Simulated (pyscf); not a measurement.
Single points on ωB97X-D3(BJ)/def2-SVP structures (PySCF, gas phase).

Question: PBE/def2-TZVP puts the barrier of F–BiH–F (SMILES [F][BiH][F]) + F–SiH₃ (SMILES F[SiH3]) → F–Bi(F)–F (SMILES [F][Bi]([F])[F]) + SiH₄ (SMILES [SiH4]) (four-centre exchange; singlet surface; Bi–H, F–Si broken, Bi–F, H–Si formed) at 20.9 kcal/mol and the reaction energy at +5.0 kcal/mol, from the separated reactants. What do B3LYP-D3(BJ)/def2-TZVP, M06-2X/def2-TZVP, ωB97M-D3(BJ)/def2-TZVP give on the same structures?

Answer: B3LYP-D3(BJ): ΔE‡ = 24.6 kcal/mol, ΔE = +8.3 kcal/mol; M06-2X: ΔE‡ = 27.4 kcal/mol, ΔE = +10.8 kcal/mol; ωB97M-D3(BJ): ΔE‡ = 26.9 kcal/mol, ΔE = +9.6 kcal/mol. PBE's barrier lies under all of them, by 3.7 to 6.5 kcal/mol. Its reaction energy lies under all of them, by 3.3 to 5.8 kcal/mol. Much of the shift in the barrier follows the reaction energy. On the reactant side the descent ends in a bound adduct, 8.6 kcal/mol under the separated species and 31.0 kcal/mol under the saddle at ωB97X-D3(BJ)/def2-TZVP. At ωB97X-D3(BJ) the barrier from the zero used here is 22.4 kcal/mol. One saddle was located; it need not be the lowest between these sides. Elements past Kr carry the def2 core potentials, without spin-orbit coupling.
